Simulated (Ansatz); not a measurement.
fcc Au, treated with HSE06-D3(BJ) (Ansatz, a quantum-chemistry and plane-wave program, PAW).

Numerical settings: plane-wave cutoff 460 eV, 14×14×14 k mesh, Fermi–Dirac smearing 0.05 eV, scalar-relativistic PAW data made under PBE.

A third-order Birch–Murnaghan fit to the energies gives V0 = 16.686 Å³/atom, B0 = 182 GPa, B′ = 6.0.

```json
[
 {"V (Å³/atom)": "15.836", "P (GPa)": "(withheld)"},
 {"V (Å³/atom)": "16.253", "P (GPa)": "(withheld)"},
 {"V (Å³/atom)": "16.669", "P (GPa)": "0.18"},
 {"V (Å³/atom)": "17.100", "P (GPa)": "-4.15"},
 {"V (Å³/atom)": "17.503", "P (GPa)": "(withheld)"}
]
```

Estimate the withheld pressures from this fit; the answers are the runs' own values.


- 15.836, P (GPa): 11.11
- 16.253, P (GPa): 5.18
- 17.503, P (GPa): -7.52

The formula P = (3/2) B0 (x^(7/3) − x^(5/3)) [1 + (3/4)(B′ − 4)(x^(2/3) − 1)] with x = V0/V meets the computed pressures within 0.02 GPa when these rounded values are put in.

Measured, for comparison: bulk modulus 182 GPa (0 K value with the zero-point phonon effect removed, our sources range from 175 to 182; as tabulated in Mejia-Rodriguez and Trickey (2018), arXiv:1807.09216); equilibrium volume per atom 16.76 Å³/atom (static lattice: zero-point anharmonic expansion removed; as tabulated in Mejia-Rodriguez and Trickey (2018), arXiv:1807.09216). Computed (rounded) less measured: bulk modulus 0.0 % (inside the range of the sources held), equilibrium volume per atom -0.4 %.

Spin–orbit coupling is not included; it can shift volumes and moduli of such heavy elements.
